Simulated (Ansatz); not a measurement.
C₂H₃F₃S, SMILES `FC(F)(F)CS`, relaxed with RKS PBE0-D4/def2-TZVP in Ansatz 0.2.0 from a PBE-D4/def2-SVP geometry. The force threshold is 0.005 eV/Å; the program also tests the step.

Total charge 0; spin multiplicity 1.

Start:

```xyz
9

F     0.643    0.988    1.543
C    -0.347    0.773    0.650
F    -1.398    0.252    1.319
F    -0.729    1.977    0.159
C     0.102   -0.125   -0.492
S     0.621   -1.774    0.129
H     0.941    0.386   -1.005
H    -0.750   -0.218   -1.193
H     0.916   -2.259   -1.109
```

```tsv
step	energy (eV)	largest force (eV/Å)	largest move (Å)
1	-21100.1423	0.741	0.000
2	-21100.1797	0.283	0.022
3	-21100.1853	0.050	0.010
4	-21100.1854	0.024	0.007
5	-21100.1855	0.002	0.006
```

End:

```xyz
9

F     0.633    0.975    1.530
C    -0.343    0.763    0.642
F    -1.385    0.254    1.304
F    -0.716    1.958    0.163
C     0.102   -0.125   -0.494
S     0.621   -1.748    0.123
H     0.926    0.383   -0.996
H    -0.741   -0.220   -1.178
H     0.904   -2.239   -1.092
```

Run time 23 s (4 threads of a server CPU on a shared host); peak host memory 0.56 GiB.
